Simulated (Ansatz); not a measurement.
# C4H9FO: the cost of one run

Program: Ansatz 0.2.0, Gaussian basis. Level of theory: the settings change from run to run. These are calculated values, not measurements.

## Step 1: The relaxed structure

The structure was relaxed beforehand with PBE0-D4 in a triple-zeta def2 set.

SMILES `CCCOCF`, 15 atoms, charge 0, spin multiplicity 1.

Atoms are counted from 1 here; the program's logs count them from 0.

Bond lengths: C1–C2 1.519 Å, C1–H7 1.093 Å, C1–H8 1.094 Å, C1–H9 1.091 Å, C2–C3 1.508 Å, C2–H10 1.094 Å, C2–H11 1.094 Å, C3–O4 1.420 Å, C3–H12 1.096 Å, C3–H13 1.100 Å, O4–C5 1.361 Å, C5–F6 1.384 Å, C5–H14 1.091 Å, C5–H15 1.099 Å. Angles: C2–C1–H7 111.3°, C2–C1–H8 111.4°, C2–C1–H9 111.1°, H7–C1–H8 107.6°, H7–C1–H9 107.6°, H8–C1–H9 107.6°, C1–C2–C3 111.8°, C1–C2–H10 110.5°, C1–C2–H11 110.4°, C3–C2–H10 108.8°, C3–C2–H11 108.6°, H10–C2–H11 106.7°, C2–C3–O4 108.8°, C2–C3–H12 110.6°, C2–C3–H13 110.6°, O4–C3–H12 109.8°, O4–C3–H13 109.2°, H12–C3–H13 107.7° and more.

## Step 2: RPBE/6-31G*

Set apart from the defaults: charge +1, multiplicity 2, atoms shaken by 0.03 Å, finite nuclei, D4 dispersion, high accuracy.

in.yaml

```yaml
crystal:
  periodic: [false, false, false]
  atoms:
    - {symbol: C, position_ang: [-0.853081, -2.008953, -0.664156]}
    - {symbol: C, position_ang: [0.005891, -1.152866, 0.328102]}
    - {symbol: C, position_ang: [-0.094346, 0.313625, -0.082262]}
    - {symbol: O, position_ang: [0.794094, 1.008840, 0.838415]}
    - {symbol: C, position_ang: [0.915637, 2.312612, 0.543027]}
    - {symbol: F, position_ang: [-0.260508, 2.970696, 0.756887]}
    - {symbol: H, position_ang: [-1.949729, -1.708776, -0.634057]}
    - {symbol: H, position_ang: [-0.470717, -1.917159, -1.738679]}
    - {symbol: H, position_ang: [-0.894048, -3.088438, -0.426627]}
    - {symbol: H, position_ang: [0.991388, -1.503156, 0.266147]}
    - {symbol: H, position_ang: [-0.361763, -1.319890, 1.276717]}
    - {symbol: H, position_ang: [-1.061901, 0.658707, -0.003265]}
    - {symbol: H, position_ang: [0.339463, 0.394575, -1.110963]}
    - {symbol: H, position_ang: [1.684614, 2.725432, 1.191972]}
    - {symbol: H, position_ang: [1.214923, 2.408640, -0.568644]}
basis:
  gaussian: {orbitals: "6-31G*", nuclear_model: gaussian}
total_charge: 1
magnetization: {spin_polarized: true, initial_magnetization: 1}
hamiltonian: {xc: {name: RPBE}, dispersion: d4}
accuracy: high
output: {forces: true}
```

Launch:

```sh
$ ansatz run in.yaml --threads 4 --pin off --events-out ev --progress --plain --max-ram 11315MiB
```

**Question.** How long does this run take on 4 threads of Arm Neoverse V1, shared host, and how much memory does it need?

About 16 s, with a peak of 0.45 GiB.
